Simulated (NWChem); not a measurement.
One site exchanged: Cs, Ag, Na, Rb

Each species was optimised at PBE0/def2-SVP with NWChem, gas phase unless a solvent is named. def2 effective core potentials on Rb, Ag, Cs; no spin-orbit coupling.

A: [Cl][Cs] (CsCl)
B: [Cl][Ag] (AgCl)
C: [Cl][Na] (NaCl)
D: [Cl][Rb] (RbCl)

| quantity | A (Cs) | B (Ag) | C (Na) | D (Rb) |
|---|---|---|---|---|
| Pauling electronegativity of the site (pymatgen's table) | 0.79 | 1.93 | 0.93 | 0.82 |
| electrons in the molecule | 72 | 64 | 28 | 54 |
| dipole (D), PBE0/def2-SVP | 9.94 | 5.32 | 8.22 | 10.34 |
| orbital gap (eV), PBE0/def2-SVP | 4.44 | 4.23 | 4.54 | 4.22 |
| vertical ionisation energy, ΔSCF, PBE/def2-SVP (eV) | 8.39 | 9.99 | 9.15 | 8.43 |
| vertical ionisation energy, ΔSCF, CAM-B3LYP/def2-SVP (eV) | 8.30 | 9.93 | 9.09 | 8.48 |
| static polarisability, CAM-B3LYP/def2-SVPD (bohr³) | 45.7 | 39.2 | 30.0 | 38.0 |
| lowest singlet excitation, CAM-B3LYP/def2-SVPD, TDA (eV) | 4.40 | 3.32 | 4.11 | 4.17 |

“Dipole (D), PBE0/def2-SVP” runs from 5.32 in B (Ag) to 10.34 in D (Rb), in no step with either the site's electronegativity or the electron count. “Orbital gap (eV), PBE0/def2-SVP” runs from 4.22 in D (Rb) to 4.54 in C (Na). “Vertical ionisation energy, ΔSCF, PBE/def2-SVP (eV)” runs from 8.39 in A (Cs) to 9.99 in B (Ag), rising in step with the site's electronegativity. “Vertical ionisation energy, ΔSCF, CAM-B3LYP/def2-SVP (eV)” runs from 8.30 in A (Cs) to 9.93 in B (Ag), rising in step with the site's electronegativity. “Static polarisability, CAM-B3LYP/def2-SVPD (bohr³)” runs from 30.0 in C (Na) to 45.7 in A (Cs), rising in step with the number of electrons. “Lowest singlet excitation, CAM-B3LYP/def2-SVPD, TDA (eV)” runs from 3.32 in B (Ag) to 4.40 in A (Cs), falling in step with the site's electronegativity. The order by vertical ionisation energy is neither the same as nor the reverse of the order by static polarisability.

These are trends among computed rows of three or four species; they are not measurements.
